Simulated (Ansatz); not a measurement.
Input for Ansatz (development build ahead of 0.2.0):

```yaml
crystal:
  periodic: [false, false, false]
  atoms:
    - { symbol: O, position_ang: [0.16042, 0.32006, 0.93479] }
    - { symbol: H, position_ang: [0.87679, -0.2505, 1.36401] }
    - { symbol: Cl, position_ang: [-0.12388, -0.13555, -0.49801] }
basis:
  gaussian: { orbitals: def2-SVP }
total_charge: 1
magnetization:
  spin_polarized: true
  initial_magnetization: 1
hamiltonian:
  xc: hf
output:
  forces: true
```

The input is written out in the form of the current development build from the run's settings.

Results

```json
{"Converged": "yes", "Total energy": "-534.26700 hartree", "Spin squared of the determinant": "0.767", "Stability test": "minimum"}
```

Forces (eV/Å):
```json
{"atom": "O1", "Fx": "1.390", "Fy": "-1.014", "Fz": "1.006"}
{"atom": "H2", "Fx": "-1.173", "Fy": "1.056", "Fz": "-0.478"}
{"atom": "Cl3", "Fx": "-0.217", "Fy": "-0.042", "Fz": "-0.528"}
```
